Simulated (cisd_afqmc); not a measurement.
Input (AFQMC/CISD/cc-pVTZ; cisd_afqmc is a phaseless AFQMC code with CISD trial states that reads the integrals written by Ansatz):

Ansatz 0.2 input:
```python
import cisd_afqmc

open("ham.yaml", "w").write("""\
crystal:
  periodic: [false, false, false]
  atoms:
    - {symbol: C, position_ang: [0.04971801, 0.58373572, -0.00114401]}
    - {symbol: O, position_ang: [0.07409359, -0.58783396, -0.00094961]}
    - {symbol: H, position_ang: [-0.89105678, 1.20025732, 0.01446098]}
basis:
  gaussian:
    orbitals: cc-pVTZ
magnetization: {spin_polarized: true, initial_magnetization: 1}
correlation: {method: ccsd, electrons: outside_noble_gas, hamiltonian_folder: ham}
""")
rep = cisd_afqmc.ansatz("ham.yaml")
e_ccsd = rep["correlation"]["coupled_cluster"]["energy"]["hartree"]
out = cisd_afqmc.run("ham", e_ccsd, trial="CISD", walkers=100, populations=8, threads=8, dt=0.005, steps=40, early=24, settle=10, least=32,
    cut=5e-5, rank_cut=2e-4, target=0.0004, seconds=1500, seed=1, memory=17280, gpu=False)
```

Output:

```
orbitals 72, occupied [6, 5], factors 373 of 440, rank of the doubles 372 of 731
E(HF) = -113.292883
E(CCSD) on the cut factors = -113.667042, shift to the whole factors -0.000006
Energy of the trial state on the determinant = -113.667081
  tau behind 7.2 of longer steps, mean of the populations' last blocks
   2.0  -113.68506
   4.0  -113.68475
   6.0  -113.68615
   8.0  -113.68702
  10.0  -113.68314
  12.0  -113.68488
  14.0  -113.68518
  16.0  -113.68362
  18.0  -113.68471
  20.0  -113.68369
  22.0  -113.68484
  24.0  -113.68477
  26.0  -113.68427
blocks 1018 (1 outliers left out), error by blocks joined: 1: 0.00023, 2: 0.00028, 4: 0.00031, 8: 0.00036, 16: 0.00039
E(AFQMC/CISD) = -113.68471 +/- 0.00039
```
